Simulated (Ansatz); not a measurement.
A structure relaxed at PBE-D4/def2-TZVP in Ansatz, charge 0, singlet:

```xyz
9

Si   -0.380   -0.630   -1.298
S    -0.327    1.256   -0.292
C     0.373    0.709    1.310
H    -0.291   -0.011    1.804
H     0.458    1.605    1.937
H     1.371    0.271    1.178
H     0.993   -1.200   -1.476
H    -1.002   -0.373   -2.630
H    -1.195   -1.626   -0.531
```

Give its formula, name or SMILES.

Si(SMe)H3 (CH₆SSi).

Summarise the bond lengths by kind (pairs closer than 1.2 times the sum of covalent radii, bridged metal pairs left out).

1 × S–Si 2.14 Å; 1 × C–S 1.83 Å; 3 × H–Si 1.49 to 1.50 Å; 3 × C–H 1.10 Å.
